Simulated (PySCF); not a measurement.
Below is a simulated gas-phase Si 2p photoelectron spectrum of `[SiH2]=P` (silylidenephosphane).

Every computed line was given a Gaussian of 0.4 eV full width at half maximum and an area set by the number of equivalent atoms (split 2:1 within a doublet); the highest printed point is 100. Method: delta-SCF UKS SCAN, pcX-2 on the ionised atom, pcseg-1 elsewhere, spin-free X2C (PySCF).

binding energy (eV), intensity and a bar:
```
    106.6          1 
    106.7          4 #
    106.8         16 #####
    106.9         42 #############
    107.0         77 #######################
    107.1        100 ##############################
    107.2         92 ###########################
    107.3         60 ##################
    107.4         33 ##########
    107.5         25 ########
    107.6         36 ###########
    107.7         48 ##############
    107.8         49 ###############
    107.9         35 ##########
    108.0         17 #####
    108.1          6 ##
    108.2          2 
    108.3          0
```

Task: How many maxima does the curve show, and how many computed lines lie under it?

Result: The curve has 2 maxima (at 107.1 and 107.7 eV). Under it lie 2 lines from 1 inequivalent silicon site, drawn as a 2p3/2, 2p1/2 pair.

Task: Decompose the envelope and assign each component. Numbering: `[SiH2:1]=[PH:2]`.

Result: 
```json
{"position (eV)": "107.12", "relative area": "0.67", "line": "Si 2p3/2", "atoms": "Si1", "environment": "silicon bonded to P and 2 H"}
{"position (eV)": "107.75", "relative area": "0.33", "line": "Si 2p1/2", "atoms": "Si1", "environment": "silicon bonded to P and 2 H"}
```

Task: What are the centre and the root-mean-square width of the whole band?

Result: The area-weighted mean of the lines is 107.33 eV. Their own spread about it is 0.30 eV (rms) and each Gaussian has σ = 0.4/2.355 = 0.17 eV; the variances add, which gives 0.34 eV.

No satellites, vibrations or lifetime broadening are included. The unrestricted hole states depart most from a pure doublet (⟨S²⟩ = 0.75; over 0.85 named) for Si 2p3/2 of Si1 (0.92), which makes this value less certain. The 2p values aren't plain energy differences: one relaxed spin-free 2p hole is combined with a matrix within the shell (ground-state 2p orbital-energy differences and spin–orbit coupling). 2p3/2, the mean of its two sublevels, lies a third of the splitting below the shell's mean and 2p1/2 two thirds above it; the statistical areas are 2:1. 2p1/2 minus 2p3/2 (ligand field included): Si 0.63 eV. Isolated species at its PBE0-D3(BJ)/def2-SVP geometry, gas phase.

On Arm Neoverse V1, one thread, shared host, this took 7.7 s of wall time.
